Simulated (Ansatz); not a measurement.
# Al₂H (quartet): wave-function methods side by side at distance Al1–H3 = 1.429 Å, 6-31G

Aim: climb from Hartree-Fock through coupled cluster and multireference methods for Al₂H (quartet) at one geometry and basis, and see what each rung misses.

Computed with Ansatz 0.2.0, Gaussian basis. Level: 6-31G, core rule «outside noble gas», up to 10 orbitals frozen.

To be run: UHF; CCSD(T) on ROHF; CCSD(T) on UHF; BCCD(T) on ROHF; CISD; CCSDT(Q) on ROHF; CCSDT(Q) on UHF; CISDTQ; CCSDTQ on ROHF; CCSDTQ on UHF; CASSCF and MRCISD+Q, 5 electrons in 5 orbitals; CASSCF and NEVPT2, 5 electrons in 5 orbitals; CASSCF and MRCISD+Q, 7 electrons in 9 orbitals; CASSCF and MRCISD+Q(relaxed), 7 electrons in 9 orbitals; CASSCF and NEVPT2, 7 electrons in 9 orbitals; Full CI.

19 further runs of the same task are left out: 17 that didn't finish, 2 set aside as unsound or not needed.

## Step 1: The geometry

The geometry derives from a PBE0/def2-TZVP stationary point (not a proven minimum). One bond is set to the value named and the two fragments are kept rigid.

3 atoms, charge 0, spin multiplicity 4.

Atoms are counted from 1 here; the program's logs count them from 0.

Bond lengths: Al1–Al2 2.360 Å, Al1–H3 1.429 Å. Angles: Al2–Al1–H3 180.0°.

## Step 2: UHF

File in.yaml:

```yaml
crystal:
  periodic: [false, false, false]
  atoms:
    - {symbol: Al, position_ang: [0.000000, 0.000000, 0.310472]}
    - {symbol: Al, position_ang: [0.000000, 0.000000, -2.049944]}
    - {symbol: H, position_ang: [0.000000, 0.000000, 1.739472]}
basis:
  gaussian: {orbitals: 6-31G}
magnetization: {spin_polarized: true, initial_magnetization: 3}
hamiltonian: {xc: hf}
output: {orbitals: {seedname: orbitals}}
```

Run with:

```console
ansatz run in.yaml --threads 1 --pin off --events-out ev --progress --plain --max-ram 2393MiB
```

After this run come: CCSD(T) on ROHF; CCSD(T) on UHF; BCCD(T) on ROHF; CISD; CCSDT(Q) on ROHF; CCSDT(Q) on UHF; CISDTQ; CCSDTQ on ROHF; CCSDTQ on UHF; CASSCF and MRCISD+Q, 5 electrons in 5 orbitals; CASSCF and NEVPT2, 5 electrons in 5 orbitals; CASSCF and MRCISD+Q, 7 electrons in 9 orbitals; CASSCF and MRCISD+Q(relaxed), 7 electrons in 9 orbitals; CASSCF and NEVPT2, 7 electrons in 9 orbitals; Full CI.

**Question.** What will the summary of the whole plan be? Wanted: FCI below the RHF energy; RMP2 from FCI; UMP2 from FCI; RCCSD from FCI; RCCSD(T) from FCI; UCCSD(T) from FCI; RCCSDT(Q) from FCI; UCCSDT(Q) from FCI; MRCISD+Q pair from FCI.

**Answer**, as computed:

```
                         quantity                                                                                                                                                                    value
         FCI below the RHF energy                                                                                                                                                               -1.9220 eV
                    RMP2 from FCI                                                                                                                                                               +629.1 meV
                    UMP2 from FCI                                                                                                                                                               +620.0 meV
                   RCCSD from FCI                                                                                                                                                                +74.4 meV
                RCCSD(T) from FCI                                                                                                                                                                +27.7 meV
                UCCSD(T) from FCI                                                                                                                                                                +27.1 meV
               RCCSDT(Q) from FCI                                                                                                                                                                 +2.6 meV
               UCCSDT(Q) from FCI                                                                                                                                                                 +2.5 meV
           MRCISD+Q pair from FCI                                                                                                                                                                +10.6 meV
          NEVPT2 valence from FCI                                                                                                                                                               +157.5 meV
        MRCISD+Q valence from FCI                                                                                                                                                                 +4.7 meV
levels within 1 kcal/mol (43 meV)  RCCSD(T), UCCSD(T), BCCD(T), RCCSDT, UCCSDT, CISDTQ, RCCSDT(Q), UCCSDT(Q), RCCSDTQ, UCCSDTQ, MRCISD+Q pair, MRCISD valence, MRCISD+Q valence, MRCISD+Q(relaxed) valence
                    T1 diagnostic                                                                                                                                                                    0.039
   effectively unpaired electrons                                                                                                                                                                     3.04
```

What this shows: RCCSD(T) lands +27.7 meV from the yardstick (1.4 % of the correlation energy). One determinant dominates. Of the multireference levels listed MRCISD+Q(relaxed) valence comes nearest in total energy (-1.7 meV), which doesn't show that its space is the better one. These misses are within one basis, not against nature; the frozen cores of restricted and unrestricted runs differ, which can shift their rows.
